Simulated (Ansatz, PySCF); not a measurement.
## Zinc-blende InSb, bulk modulus B0

Reference value: 46.1 GPa (measured, 0 K value with the zero-point phonon effect removed; as tabulated in Mejia-Rodriguez and Trickey (2018), arXiv:1807.09216).

### Question
What do LDA, PBE, PBE-D4, r²SCAN+rVV10, HSE06-D3(BJ), Hartree–Fock, MP2 give, and how far is each from the reference?

### Answer

```json
[
 {"level (code)": "LDA (Ansatz)", "value (GPa)": "46.6", "cell (Å³/atom)": "33.54", "error (%)": "+1.1"},
 {"level (code)": "PBE (Ansatz)", "value (GPa)": "36.7", "cell (Å³/atom)": "36.51", "error (%)": "-20"},
 {"level (code)": "PBE-D4 (Ansatz)", "value (GPa)": "42.0", "cell (Å³/atom)": "34.95", "error (%)": "-8.9"},
 {"level (code)": "r²SCAN+rVV10 (Ansatz)", "value (GPa)": "45.7", "cell (Å³/atom)": "34.67", "error (%)": "-0.9"},
 {"level (code)": "HSE06-D3(BJ) (Ansatz)", "value (GPa)": "51.2", "cell (Å³/atom)": "33.40", "error (%)": "+11.1"},
 {"level (code)": "Hartree–Fock (Ansatz)", "value (GPa)": "49.4", "cell (Å³/atom)": "36.35", "error (%)": "+7.2"},
 {"level (code)": "MP2 (PySCF)", "value (GPa)": "46.1 ± 1", "cell (Å³/atom)": "35.40", "error (%)": "0.0"}
]
```

Once the reference is moved by up to 5.0 % (a margin picked here for doubts on the reference and the settings) and values within 1.7 % count as equal, the nearest can be MP2 (0.0 %), r²SCAN+rVV10 (-0.9 %), LDA (+1.1 %), Hartree–Fock (+7.2 %) or PBE-D4 (-8.9 %). By the same margin the farthest can be PBE (-20 %) or HSE06-D3(BJ) (+11.1 %).

A ± on a computed value is a rough bar: the spread of its extrapolation, a floor set from checks against published values, or a statistical error. Each level is taken at its own relaxed cell. Cutoffs and k meshes differ between the levels. Ansatz's density-functional and Hartree–Fock values are scalar-relativistic unless marked +SOC, with PAW data made under PBE.

Differences are worked out from the printed values.

Ansatz is a first-principles code.
